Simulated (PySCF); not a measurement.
Molecule: `C(C(N)=O)C=O`, C3H5NO2.

Cartesian coordinates in Å; atom numbers follow the order of the lines, from 1:
```xyz
11

N     1.447   -0.192    0.575
C     0.780   -0.434   -0.568
O     1.147   -1.183   -1.437
C    -0.512    0.400   -0.699
C    -1.405    0.166    0.477
O    -1.090    0.382    1.619
H     0.979    0.281    1.335
H     2.253   -0.758    0.785
H    -0.198    1.446   -0.709
H    -0.999    0.150   -1.640
H    -2.396   -0.255    0.235
```

Frames of a GFN2-xTB Langevin trajectory at 300 K; GIAO PBE0/pcSseg-1 shieldings in PySCF 2.14, gas phase, non-relativistic; equivalent atoms averaged within each frame.

Referencing at the same level of theory: NH3 for ¹⁵N (267.73 ppm); TMS for ¹³C (186.93 ppm), ¹H (31.72 ppm); ¹⁷O (336.08 ppm) vs H2O. The references are static minima.

**Question.** How do the shifts (ppm) fluctuate along the trajectory?

**Answer.** 
| time (fs) | N1 | C5 | C2 | C4 | O6 | O3 | H11 | H7 | H8 | H9/H10 |
| --- | --- | --- | --- | --- | --- | --- | --- | --- | --- | --- |
| 250 | 110.9 | 210.6 | 162.1 | 69.9 | 755.9 | 454.4 | 10.25 | 5.06 | 5.06 | 4.18 |
| 425 | 120.5 | 207.4 | 168.3 | 60.2 | 707.8 | 472.1 | 10.34 | 4.67 | 5.34 | 4.22 |
| 625 | 125.1 | 210.8 | 167.3 | 57.5 | 678.2 | 448.4 | 10.63 | 9.39 | 5.07 | 4.51 |
| 800 | 118.6 | 196.0 | 160.7 | 58.3 | 709.7 | 443.4 | 9.62 | 4.81 | 5.47 | 3.62 |
| 1000 | 114.2 | 212.3 | 166.4 | 63.0 | 755.6 | 478.2 | 9.49 | 4.47 | 4.63 | 4.85 |
| mean of frames | 117.9 | 207.4 | 165.0 | 61.8 | 721.4 | 459.3 | 10.07 | 5.68 | 5.11 | 4.27 |
| standard deviation | 5.5 | 6.6 | 3.4 | 5.0 | 33.7 | 15.2 | 0.49 | 2.08 | 0.32 | 0.46 |

5 frames give an uncertainty of the mean of about the standard deviation over 2.2 at best, since frames this close in time may not be independent; classical motion lacks zero-point vibration, and the reference would need the same averaging.
